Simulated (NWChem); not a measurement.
C₃H₇ cation

```xyz
10

C      1.2837     0.0140     0.1933
C      0.0000     0.0000    -0.4533
C     -1.2837    -0.0140     0.1933
H      2.0331    -0.6180    -0.3385
H      1.2815    -0.1110     1.2911
H      1.6783     1.0449    -0.0592
H      0.0000     0.0000    -1.5646
H     -1.6783    -1.0449    -0.0592
H     -2.0331     0.6180    -0.3385
H     -1.2815     0.1110     1.2911
```
Atoms are numbered in this order, from 1.

All runs: NWChem. All runs use the structure optimised with PBE-D3(BJ)/def2-SVP. Level: M06-2X/def2-SVP with SMD (1 M gas to 1 M solution), gas-phase geometry. Reactions with the solvent are ignored.

Estimate the computed values for solvent water. Quantities: solvation free energy (kcal/mol); cavity-dispersion-structure term (kcal/mol).


- solvation free energy (kcal/mol): -64.0
- cavity-dispersion-structure term (kcal/mol): 2.7
